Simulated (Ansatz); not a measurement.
The same path of C3H5F (9 atoms, charge 0, multiplicity 1) was run twice with different band settings. The coordinate that changes most is the dihedral H6–C1–C2–C3.

These are results of Ansatz 0.2.0, RKS B3LYP-D4/def2-SVP, not measurements.

Relaxed end points:

```xyz
9
Properties=species:S:1:pos:R:3
C -0.397 0.602 -0.895
C -0.395 -0.315 0.289
C 0.669 -0.604 1.035
F 1.884 -0.085 0.793
H -0.720 0.072 -1.808
H -1.103 1.438 -0.749
H 0.602 1.022 -1.076
H -1.333 -0.798 0.581
H 0.667 -1.275 1.900
```

```xyz
9
Properties=species:S:1:pos:R:3
C -0.167 0.394 -1.062
C -0.146 -0.543 0.108
C 0.248 -0.223 1.339
F 0.679 1.008 1.664
H -1.186 0.490 -1.475
H 0.185 1.395 -0.778
H 0.473 0.021 -1.880
H -0.476 -1.576 -0.039
H 0.263 -0.908 2.192
```

Common settings: movable images 7; climbing image yes; spring 5.0 eV/Å²; optimiser quadratic models (default); start path IDPP; iteration limit 60; end points relaxed.

| run | force threshold |
| --- | --- |
| 1 | 0.05 eV/Å |
| 2 | 0.5 eV/Å |

(1) What does each run give, and how far can it be trusted?

## Answers

(1) Run 1: converged after 5 iterations, highest image 0.054 eV above the first end. A vibrational analysis at the climbing image gives one clearly imaginary mode, 148i cm⁻¹: a first-order saddle point.
Run 2: converged after 2 iterations, highest image 0.057 eV above the first end. The threshold of 0.5 eV/Å is loose, so the images may lie well off the minimum-energy path. The order of the stationary point at the top wasn't checked.
